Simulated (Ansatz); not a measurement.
# [AlH2···H···GeH3], doublet along the distance Al1-H4

Starting geometry:

```
atom    x (Å)    y (Å)    z (Å)
  Al  -2.5747   0.0000   0.0000
   H  -3.3676   1.3734   0.0000
   H  -3.3676  -1.3734   0.0000
   H  -0.9889   0.0000   0.0000
  Ge   1.0023   0.0000   0.0000
   H   1.4710  -1.4659   0.0000
   H   1.4710   0.7330  -1.2695
   H   1.4710   0.7330   1.2695
```

From there H4 is moved from one fragment to the other while all else, the fragments' distance too, stays fixed; atoms are numbered as listed. Energies are in kcal/mol, counted from the starting geometry at the same level.

Basis cc-pVDZ; Ansatz 0.2.0. Only valence electrons are correlated (noble-gas cores and the filled d shells of p-block atoms frozen). Prefix R: restricted or restricted open-shell reference; prefix U: unrestricted. Active spaces: frontier = (9e, 9o) about the gap. No spin–orbit coupling is included, and no scalar relativity.

Runs in a small pair space aren't shown, since their orbitals change along the scan.

Full CI isn't at hand for all of this; UCCSDT(Q) serves as the reference, and is uncertain by about the last step of the cluster series. The frozen core follows each run's orbitals, which can shift R against U totals by a few meV for light atoms and by up to 0.1 eV past Ca.

```json
{"distance Al1-H4 (Å)": "1.586", "UCCSDT(Q)": "0.0", "error RMP2": "0.0", "error UCCSD": "0.0", "error RCCSD(T)": "0.0", "error UCCSD(T)": "0.0", "error CASSCF (frontier space)": "0.0", "error MRCISD (frontier space)": "0.0"}
{"distance Al1-H4 (Å)": "1.652", "UCCSDT(Q)": "-0.2", "error RMP2": "0.0", "error UCCSD": "0.1", "error RCCSD(T)": "0.0", "error UCCSD(T)": "0.0", "error CASSCF (frontier space)": "0.3", "error MRCISD (frontier space)": "0.1"}
{"distance Al1-H4 (Å)": "1.783", "UCCSDT(Q)": "-0.2", "error RMP2": "0.0", "error UCCSD": "0.3", "error RCCSD(T)": "0.0", "error UCCSD(T)": "0.1", "error CASSCF (frontier space)": "0.6", "error MRCISD (frontier space)": "0.3"}
{"distance Al1-H4 (Å)": "1.915", "UCCSDT(Q)": "-0.8", "error RMP2": "0.2", "error UCCSD": "0.3", "error RCCSD(T)": "0.0", "error UCCSD(T)": "0.1", "error CASSCF (frontier space)": "0.4", "error MRCISD (frontier space)": "0.3"}
{"distance Al1-H4 (Å)": "2.047", "UCCSDT(Q)": "-0.7", "error RMP2": "0.1", "error UCCSD": "0.1", "error RCCSD(T)": "0.0", "error UCCSD(T)": "0.0", "error CASSCF (frontier space)": "-0.1", "error MRCISD (frontier space)": "0.2"}
```

Errors are those of relative energies. In total energy the starting point itself misses UCCSDT(Q) by: RMP2 34.5, UCCSD 3.4, RCCSD(T) 0.8, UCCSD(T) 0.8, CASSCF (frontier space) 110.4, MRCISD (frontier space) 9.7 kcal/mol.

Spread of the error over the points with a reference, to 2.047 Å (largest less smallest): RCCSD(T) 0.1, UCCSD(T) 0.1, RMP2 0.2, UCCSD 0.3, MRCISD (frontier space) 0.3, CASSCF (frontier space) 0.7 kcal/mol.
